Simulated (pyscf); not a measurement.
PySCF, gas phase, ωB97X-D3(BJ)/def2-SVP geometries.

Q: What is the homolytic dissociation enthalpy (298 K, ωB97M-D3(BJ)/def2-TZVP) of the Mo–Si bond of F–MoH(F)(F)(F)–SiH₃, to [F–MoH(F)(F)–F]• + SiH₃•?

A: Mo–Si to [F–MoH(F)(F)–F]• + SiH₃•: 19.3 kcal/mol. The 7 functionals that were run give +17.6 (M06-2X) to +25.6 kcal/mol (ωB97X-D3(BJ)). The radicals are drawn with the spin at the cut bond; how far it spreads was not checked. Open-shell species with a d-block atom are single-reference here; other states, and whether the spin sits on metal or ligand, were not checked. Elements past Kr carry the def2 core potentials, without spin-orbit coupling.
